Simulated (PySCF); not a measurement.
Method: PySCF with PBE-D3(BJ)/def2-TZVP // r2SCAN-D4/def2-SVP. Gas-phase values, no solvent. 

Reference species (SMILES): `[OH]` (neutral, multiplicity 2).

- highest occupied spin orbital: -7.16 eV

Changed species: `C[O]` (free radical OCH3; the reference has free radical OH).

Question: Predict the effect on the highest occupied spin orbital.

Answer: the highest occupied spin orbital goes up by 1.21 eV, to -5.95 eV.
